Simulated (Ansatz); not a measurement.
Ansatz input

```yaml
crystal:
  lattice:
    - [-2.5514374208, 2.5514374208, 2.5514374208]
    - [2.5514374208, -2.5514374208, 2.5514374208]
    - [2.5514374208, 2.5514374208, -2.5514374208]
  atoms:
    - { symbol: Ba, position: [0.0, 0.0, 0.0] }
hamiltonian:
  xc: blyp
  pseudopotentials:
    kind: paw
    azcp:
      Ba: "pseudopotentials/Ba.paw.azcp"
basis:
  ecutwfc: 420
  fft_grid_basis: typed
kpoints:
  mp_grid: { grid: [5, 5, 5], shift: [0, 0, 0] }
magnetization:
  spin_polarized: false
scf:
  occupations: { method: fermi_dirac, width: 0.1 }
```

Terminal output

```
Engine: ansatz 0.2.0, x86_64-unknown-linux-gnu
Pseudopotentials: kind: paw
Pseudopotential: Ba, paw, valence charge 10, recommended cutoff 420 eV (normal) 
Functional definition: BLYP
  parameter beta = 0.0042
  parameter a = 0.04918
  parameter b = 0.132
  parameter c = 0.2533
  parameter d = 0.349
  exchange = b88_x(beta = beta)
  correlation = lyp_c(a = a, b = b, c = c, d = d)
Crystal: 1 atoms, lattice volume = 66.438 Å³
Basis set: ecut = 420 eV, 1289 PW (Γ), exchange–correlation on 60×60×60 points (8 copies of the dense FFT grid, shifted against one another)
Bands: 9, of which v1, the nominal top of the filled ones, is band 5 counted from 1 (4 counted from 0)
Symmetry: 48 space group operations
Space group: Im-3m (ITA 229), of the structure as read, at distance tolerance 4.1e-5 Å
k-points: 10 of 125
Non-local potential: Ba, projectors of the file, l = 0: 3, l = 1: 2, l = 2: 2, l = 3: 2
PAW form: soft (Blöchl's): semilocal exchange-correlation on the pseudo side does not see the compensation charge
PAW frozen core: Ba, regenerated for the run's functional, and the local potential with it (the file was generated under x = pbe(κ = 0.804, μ = 0.2195149727645171), c = pbe(β = 0.06672455060314922))
PAW one-centre angular grid: Ba, 194 points (default); XC on 64 Gauss nodes
Initial density: superposition of atomic densities (neutral atoms: chi_scale 0, normalization atom), corrected by the library's trained network
Initial wavefunctions: pseudopotential atomic-orbital guess
Functional: x = b88, c = lyp
SCF iter   1: F=—  HF=-5968.320413 eV  |F-HF|=—  |Δ(HF+E_count)|=         —  Δρ=1.65e-3  dr2=1.07e-3  ethr=1.77e-3  ⟨swp⟩=7.5  Hψ=868  notcnv=0
SCF iter   2: F=—  HF=-5968.321159 eV  |F-HF|=—  |Δ(HF+E_count)|=   7.45e-4  Δρ=9.59e-4  dr2=4.36e-4  ethr=1.07e-5  ⟨swp⟩=2.3  Hψ=218  notcnv=0
SCF iter   3: F=—  HF=-5968.321789 eV  |F-HF|=—  |Δ(HF+E_count)|=   6.31e-4  Δρ=2.17e-4  dr2=5.15e-5  ethr=4.36e-6  ⟨swp⟩=3.0  Hψ=159  notcnv=0
SCF iter   4: F=—  HF=-5968.321882 eV  |F-HF|=—  |Δ(HF+E_count)|=   9.29e-5  Δρ=6.64e-5  dr2=4.01e-6  ethr=5.15e-7  ⟨swp⟩=2.2  Hψ=142  notcnv=0
SCF iter   5: F=—  HF=-5968.321885 eV  |F-HF|=—  |Δ(HF+E_count)|=   3.02e-6  Δρ=1.24e-5  dr2=1.01e-7  ethr=4.01e-8  ⟨swp⟩=3.0  Hψ=144  notcnv=0
SCF iter   6: F=-5968.321886 eV  HF=-5968.321886 eV  |F-HF|=3.09e-8  |Δ(HF+E_count)|=   3.07e-7  Δρ=3.69e-6  dr2=1.10e-8  ethr=1.00e-9  ⟨swp⟩=2.3  Hψ=185  notcnv=0
SCF 1 converged in 6 iterations: F = -5968.321886 eV  dr2 = 1.10e-8
SCF converged after 6 iterations
Free energy (F): -5968.321886 eV
Harris-Foulkes:  -5968.321886 eV  (|F-HF|=3.09e-8)
Internal energy: -5968.279640 eV  (E = F + TS)
E sigma→0 (E₀):  -5968.300763 eV
Entropy (-TS):   -0.042246 eV (-42.246 meV/atom)
Fermi energy:    5.959414 eV
--- Per-component energies (eV) ---
  E_band       = -85.942887
  E_kinetic    = 165.999805
  E_local      = -391.350887  (includes V_loc(G=0)·N_el)
  E_nonlocal   = 57.532424
  E_hartree    = 123.982399
  E_xc         = -163.570431
  E_vxc        = -129.818356  (∫ρ·V_xc dr)
  E_paw        = -5247.481318  (= ΣΔE_a)
  E_vpaw       = -36.270978  (= ΣTr[D̂ρ^β])
  E_aug_tail   = -0.000002  (compensation charges beyond the density's cutoff)
  E_ewald      = -513.472044
  E_core_change = 0.080414  (= ΣΔE_core)
  E_smearing   = -0.042246  (= −TS)
  E_closure    = 0.000000  (closes the sum)
  Σ components = -5968.321886   (vs F -5968.321886, Δ=0.00e0)
```
